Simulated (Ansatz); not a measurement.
One change: `C#CC(O)S` becomes `N#CC(O)S`.

Ansatz, PBE0-D4/def2-TZVP geometries, multiplicity 1. Each molecule was computed in one conformer, which needn't be the lowest.

```tsv
property	`C#CC(O)S`
LUMO energy (B3LYP/def2-TZVPP) / eV	-0.38
HOMO–LUMO gap (PBE0/def2-TZVPP) / eV	7.14
size of the dipole moment (PBE/def2-TZVPP) / D	1.78
HOMO–LUMO gap (PBE/def2-TZVPP) / eV	4.89
HOMO–LUMO gap (B3LYP/def2-TZVPP) / eV	6.63
HOMO energy (PBE0/def2-TZVPP) / eV	-7.25
```

**Question.** What does the change do to each property? (Best estimate.)

**Answer.** Ansatz gave: 
```
                                      property  `N#CC(O)S`  shift
           LUMO energy (B3LYP/def2-TZVPP) / eV       -0.78  -0.40
          HOMO–LUMO gap (PBE0/def2-TZVPP) / eV        7.46   0.32
size of the dipole moment (PBE/def2-TZVPP) / D        3.27   1.49
           HOMO–LUMO gap (PBE/def2-TZVPP) / eV        5.18   0.29
         HOMO–LUMO gap (B3LYP/def2-TZVPP) / eV        6.93   0.30
            HOMO energy (PBE0/def2-TZVPP) / eV       -7.95  -0.70
```

With PBE0 the HOMO falls by 0.70 eV and the LUMO falls by 0.37 eV, so the gap widens by about 0.33 eV. PBE moves the HOMO by -0.66 eV and ωB97M-V by -0.73 eV. The zero-point energy changes by -27.2 kJ/mol with -3 modes. Dipoles are sizes alone; their direction can turn.

B3LYP here is the variant with VWN-RPA as its local correlation; programs differ in this.
